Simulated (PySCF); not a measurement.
Nitrosyl fluoride, FNO.
SMILES: `O=NF`

Computed with PySCF 2.14.0, PBE0-D3(BJ)/def2-SVP geometry optimisation, gas phase.

Take the most abundant isotopes and a rigid rotor. 

Task: What are A, B and C (cm⁻¹)?

Result: Ia = 5.09, Ib = 40.53, Ic = 45.62 u·Å²; 505379 MHz·u·Å²/I gives 99265, 12469 and 11078 MHz, that is A = 3.31112, B = 0.41594, C = 0.36952 cm⁻¹.

Task: Classify the top.

Result: A near-prolate asymmetric top: κ = (2 × 12469 − 99265 − 11078)/(99265 − 11078) = -0.97.

Task: Give the coordinates in the principal-axis frame, origin at the centre of mass.

Result: The sense of each axis is arbitrary; atoms in the order of the calculation.
| atom | mass (u) | a (Å) | b (Å) | c (Å) |
| --- | --- | --- | --- | --- |
| O1 | 15.995 | 1.065 | -0.268 | 0.000 |
| N2 | 14.003 | 0.231 | 0.503 | 0.000 |
| F3 | 18.998 | -1.067 | -0.145 | 0.000 |

Task: List the rotational levels J(Ka,Kc) to J = 5 (K).

Result: Above 0(0,0), as E/k:
J = 1: 1(0,1) 1.130, 1(1,1) 5.296, 1(1,0) 5.362
J = 2: 2(0,2) 3.389, 2(1,2) 7.489, 2(1,1) 7.689, 2(2,1) 20.186, 2(2,0) 20.187
J = 3: 3(0,3) 6.777, 3(1,3) 10.779, 3(1,2) 11.179, 3(2,2) 23.576, 3(2,1) 23.580, 3(3,1) 44.571, 3(3,0) 44.571
J = 4: 4(0,4) 11.289, 4(1,4) 15.164, 4(1,3) 15.832, 4(2,3) 28.096, 4(2,2) 28.108, 4(3,2) 49.093, 4(3,1) 49.093, 4(4,1) 78.484, 4(4,0) 78.484
J = 5: 5(0,5) 16.924, 5(1,5) 20.644, 5(1,4) 21.646, 5(2,4) 33.745, 5(2,3) 33.773, 5(3,3) 54.746, 5(3,2) 54.747, 5(4,2) 84.136, 5(4,1) 84.136, 5(5,1) 121.925, 5(5,0) 121.925
Those of J = 1 are B + C, A + C and A + B.

Task: Predict some low-J microwave lines.

Result: The dipole components are |μa| = 0.95 D, |μb| = 0.25 D, |μc| = 0.00 D; the mirror of this Cs structure is the ab plane, so μc vanishes by symmetry and there are no c-type lines. Intensities carry the squares of the components, which stand as 1.00 : 0.07 (a : b). Some lines, for components of 0.1 D or more:

```tsv
type	branch	J(Ka,Kc)	MHz	lower level (cm⁻¹)
a	Q	3(1,2) ← 3(1,3)	8349	7.492
a	R	3(0,3) ← 2(0,2)	70576	2.356
a	R	4(1,4) ← 3(1,3)	91373	7.492
a	R	4(0,4) ← 3(0,3)	94023	4.710
a	R	4(2,2) ← 3(2,1)	94342	16.389
b	Q	4(1,3) ← 4(0,4)	94654	7.846
b	R	1(1,1) ← 0(0,0)	110343	0.000
b	R	4(2,2) ← 3(1,3)	361084	7.492
b	R	3(3,1) ← 2(2,0)	508092	14.030
b	Q	4(4,1) ← 4(3,2)	612408	34.122
```

Task: Estimate the classical rotational partition function at 25 K, 298.15 K and 500 K.

Result: Point group Cs, symmetry number σ = 1; q = (√π/σ)·√((kT/h)³/(ABC)), k/h = 20836.6 MHz/K: 180 at 25 K, 7410 at 298.15 K, 16100 at 500 K.

No frequency check. Constants of a rigid frame at the computed geometry: no zero-point averaging, no centrifugal distortion. Quadrupole hyperfine structure (14N) is left out.
